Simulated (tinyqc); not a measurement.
Inside a calculation. Method: Pariser-Parr-Pople SCF with singles CI, for the molecule C=C([CH2-])O (SMILES; centres numbered as the heavy atoms are written). Computed by tinyqc, a small Python program that keeps every step. Settings: charge = -1, gamma = Ohno, start = huckel, damping = 0.3, iteration cap = 57, excitations kept = 4. Command: `OMP_NUM_THREADS=1 python tinyqc.py 30184 30185 out.jsonl` (the two numbers bound the seeds that draw the settings). One thread of a shared host (Intel(R) Xeon(R) Processor @ 2.60GHz), about 0.01 s of CPU time with the checks. Later iterations appear only in the table of the cycle.

## PPP integrals

Centres (angstrom, eV; a flat drawing with bonds scaled to 1.40 angstrom):
```
centre          x          y  core charge z          W   gamma_rr
1C      -1.212000  -0.700000              1  11.160000  11.130000
2C       0.000000   0.000000              1  11.160000  11.130000
3C       1.212000  -0.700000              1  11.160000  11.130000
4O       0.000000   1.400000              2  33.000000  21.500000
```

Resonance integrals (eV):
```
i  j       beta
1  2  -2.490000
2  3  -2.490000
2  4  -2.340000
```

Ohno: gamma = 14.399645/sqrt(R^2 + a^2), a = 2 x 14.399645/(gamma_rr + gamma_ss); H_rr = -W_r - sum_(s != r) z_s gamma_rs; H_rs = beta for bonds.

repulsion gamma_rs (eV), order 1C, 2C, 3C, 4O:
```
[[11.130000, 7.554960, 5.240702, 5.580617],
 [7.554960, 11.130000, 7.554960, 8.700754],
 [5.240702, 7.554960, 11.130000, 5.580617],
 [5.580617, 8.700754, 5.580617, 21.500000]]
```

core matrix H (eV), order 1C, 2C, 3C, 4O:
```
[[-35.116895, -2.490000, 0.000000, 0.000000],
 [-2.490000, -43.671429, -2.490000, -2.340000],
 [0.000000, -2.490000, -35.116895, 0.000000],
 [0.000000, -2.340000, 0.000000, -52.861988]]
```

## Starting guess

pi electrons, sum of z_r less the charge = 6

Orbitals of the Hueckel matrix of the beta values.

P at the start, order 1C, 2C, 3C, 4O:
```
[[1.653157, 0.588934, -0.346843, -0.325949],
 [0.588934, 1.000000, 0.588934, 0.553456],
 [-0.346843, 0.588934, 1.653157, -0.325949],
 [-0.325949, 0.553456, -0.325949, 1.693686]]
```

## Iteration 1: Fock matrix

F_rr = H_rr + P_rr gamma_rr / 2 + sum_(s != r) P_ss gamma_rs; F_rs = H_rs - P_rs gamma_rs / 2; E = tr P (H + F) / 2 + core repulsion sum_(r<s) z_r z_s gamma_rs.

F (eV), order 1C, 2C, 3C, 4O:
```
[[-0.246601, -4.714686, 0.908851, 0.909498],
 [-4.714686, 1.608987, -4.714686, -4.747742],
 [0.908851, -4.714686, -0.246601, 0.909498],
 [0.909498, -4.747742, 0.909498, -7.502836]]
```

pi energy = -83.854620 eV

## Iteration 1: orbitals and new P

Diagonalise F (the basis is taken as orthonormal) and form P = 2 sum c c over the lowest orbitals; 0.3 of the old P is kept.

orbital energies (eV): [-9.811830, -4.412967, -1.155452, 8.993198]

P after iteration 1, order 1C, 2C, 3C, 4O:
```
[[1.620312, 0.632558, -0.379688, -0.259385],
 [0.632558, 0.946013, 0.632558, 0.433312],
 [-0.379688, 0.632558, 1.620312, -0.259385],
 [-0.259385, 0.433312, -0.259385, 1.813362]]
```

## Iteration 2: Fock matrix

As before.

F (eV), order 1C, 2C, 3C, 4O:
```
[[-0.341512, -4.879476, 0.994915, 0.723765],
 [-4.879476, 1.853542, -4.879476, -4.225069],
 [0.994915, -4.879476, -0.341512, 0.723765],
 [0.723765, -4.225069, 0.723765, -7.052634]]
```

pi energy = -84.403874 eV

## Iteration 2: orbitals and new P

As before.

orbital energies (eV): [-9.155544, -4.484319, -1.336427, 9.094174]

P after iteration 2, order 1C, 2C, 3C, 4O:
```
[[1.606262, 0.652167, -0.393738, -0.223896],
 [0.652167, 0.919726, 0.652167, 0.371380],
 [-0.393738, 0.652167, 1.606262, -0.223896],
 [-0.223896, 0.371380, -0.223896, 1.867750]]
```

## Iteration 3: Fock matrix

As before.

F (eV), order 1C, 2C, 3C, 4O:
```
[[-0.388418, -4.953548, 1.031732, 0.624739],
 [-4.953548, 1.968171, -4.953548, -3.955643],
 [1.031732, -4.953548, -0.388418, 0.624739],
 [0.624739, -3.955643, 0.624739, -6.853500]]
```

pi energy = -84.633757 eV

## Iteration 3: orbitals and new P

As before.

orbital energies (eV): [-8.862298, -4.510788, -1.420149, 9.131070]

P after iteration 3, order 1C, 2C, 3C, 4O:
```
[[1.599986, 0.661351, -0.400014, -0.204449],
 [0.661351, 0.906557, 0.661351, 0.338208],
 [-0.400014, 0.661351, 1.599986, -0.204449],
 [-0.204449, 0.338208, -0.204449, 1.893470]]
```

## Convergence

Stop when output and input P, before any damping, agree to 1e-7.

Course of the cycle:
```
iteration        E (eV)  largest |P(out) - P(in)|
1          -83.85461996                  1.72e-01
2          -84.40387400                  8.85e-02
3          -84.63375652                  4.74e-02
4          -84.72162825                  2.60e-02
5          -84.75370747                  1.44e-02
6          -84.76509732                  8.05e-03
7          -84.76906621                  4.52e-03
8          -84.77043053                  2.55e-03
9          -84.77089468                  1.44e-03
10         -84.77105130                  8.11e-04
11         -84.77110379                  4.58e-04
...                 ...                       ...
16         -84.77112985                  2.65e-05
17         -84.77112992                  1.50e-05
18         -84.77112994                  8.47e-06
19         -84.77112995                  4.79e-06
20         -84.77112995                  2.71e-06
21         -84.77112996                  1.53e-06
22         -84.77112996                  8.68e-07
23         -84.77112996                  4.91e-07
24         -84.77112996                  2.78e-07
25         -84.77112996                  1.57e-07
26         -84.77112996                  8.91e-08
```

Converged in 26 iterations.

## Converged orbitals

Charges are z - P_rr.

orbital energies (eV): [-8.565593, -4.535198, -1.502646, 9.143794]

coefficients, order 1C, 2C, 3C, 4O:
```
[[0.221839, -0.497586, 0.707107, -0.450772],
 [0.487327, -0.456881, 0.000000, 0.744159],
 [0.221839, -0.497586, -0.707107, -0.450772],
 [0.814916, 0.544128, 0.000000, -0.199592]]
```

pi charges: [-0.593609, 0.107544, -0.593609, 0.079674]

## Singles CI, singlets

Over the 3 single excitations with the smallest orbital gaps: A = (e_a - e_i) delta + 2 (ia|jb) - (ij|ab), with (pq|rs) = sum c_mp c_mq gamma_mn c_nr c_ns. f = 2/3 w |mu|^2 in atomic units, mu = sqrt2 sum c_ia sum_m c_mi c_ma R_m.

singlet CI matrix (eV), order 3>4, 2>4, 1>4:
```
[[5.307304, 0.000000, 0.000000],
 [0.000000, 7.461724, 0.055022],
 [0.000000, 0.055022, 10.599856]]
```

singlet excitation energies (eV): [5.307304, 7.460759, 10.600820]

oscillator strengths: [0.554382, 0.281614, 0.017048]

## Singles CI, triplets

Over the 3 single excitations with the smallest orbital gaps: A = (e_a - e_i) delta - (ij|ab), with (pq|rs) = sum c_mp c_mq gamma_mn c_nr c_ns.

triplet CI matrix (eV), order 3>4, 2>4, 1>4:
```
[[2.913947, 0.000000, 0.000000],
 [0.000000, 5.498553, 0.318245],
 [0.000000, 0.318245, 9.398490]]
```

triplet excitation energies (eV): [2.913947, 5.472755, 9.424289]
